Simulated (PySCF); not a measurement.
Molecule: SMILES OC1CCCC1, C5H10O.

Molfile (atoms numbered from 1):
```
C5H10O
     RDKit          3D

 16 16  0  0  0  0  0  0  0  0999 V2000
    1.2859    0.1852    1.4409 O   0  0  0  0  0  0  0  0  0  0  0  0
    1.1458   -0.0329    0.0538 C   0  0  0  0  0  0  0  0  0  0  0  0
    0.2912   -1.2794   -0.1210 C   0  0  0  0  0  0  0  0  0  0  0  0
   -1.1431   -0.8013    0.1599 C   0  0  0  0  0  0  0  0  0  0  0  0
   -1.1384    0.7219   -0.1159 C   0  0  0  0  0  0  0  0  0  0  0  0
    0.2820    1.0436   -0.6003 C   0  0  0  0  0  0  0  0  0  0  0  0
    1.6958    1.0469    1.5658 H   0  0  0  0  0  0  0  0  0  0  0  0
    2.1363   -0.1327   -0.4325 H   0  0  0  0  0  0  0  0  0  0  0  0
    0.6236   -2.0880    0.5460 H   0  0  0  0  0  0  0  0  0  0  0  0
    0.3931   -1.6371   -1.1580 H   0  0  0  0  0  0  0  0  0  0  0  0
   -1.4092   -0.9969    1.2083 H   0  0  0  0  0  0  0  0  0  0  0  0
   -1.8783   -1.3365   -0.4594 H   0  0  0  0  0  0  0  0  0  0  0  0
   -1.3544    1.2743    0.8102 H   0  0  0  0  0  0  0  0  0  0  0  0
   -1.8999    1.0238   -0.8502 H   0  0  0  0  0  0  0  0  0  0  0  0
    0.6128    2.0657   -0.3514 H   0  0  0  0  0  0  0  0  0  0  0  0
    0.3568    0.9434   -1.6962 H   0  0  0  0  0  0  0  0  0  0  0  0
  1  2  1  0
  2  3  1  0
  3  4  1  0
  4  5  1  0
  5  6  1  0
  6  2  1  0
  1  7  1  0
  2  8  1  0
  3  9  1  0
  3 10  1  0
  4 11  1  0
  4 12  1  0
  5 13  1  0
  5 14  1  0
  6 15  1  0
  6 16  1  0
M  END
```

Geometry PBE0-D3(BJ)/def2-SVP throughout; GIAO in PySCF 2.14.0 with density-fitted response routines, gas phase, one conformer, non-relativistic; equivalent atoms averaged; functional PBE0.

For orientation, cc-pVDZ gives these shifts δ (against H2O, TMS at the same level): O1 58.2, C2 73.5, C3/C6 37.7, C4/C5 23.8, H8 4.13, H11/H13 1.83, H12/H14 1.51, H10/H16 1.26, H7 -1.06 ppm.

A run gave: O1 56.5, C2 73.1, C3/C6 37.1, C4/C5 22.4, H8 4.39, H11/H13 1.93, H12/H14 1.66, H10/H16 1.48, H7 -0.48 ppm (shifts δ (against H2O, TMS at the same level)).

Which basis set was used in that run?
A. aug-cc-pVDZ
B. pcSseg-0
C. def2-SVP
D. 6-31G
E. 6-31G*

Answers

A. H8 tells them apart best: aug-cc-pVDZ gives 4.39, 6-31G gives 4.15, def2-SVP gives 3.97, 6-31G* gives 4.24, pcSseg-0 gives 4.05 ppm.
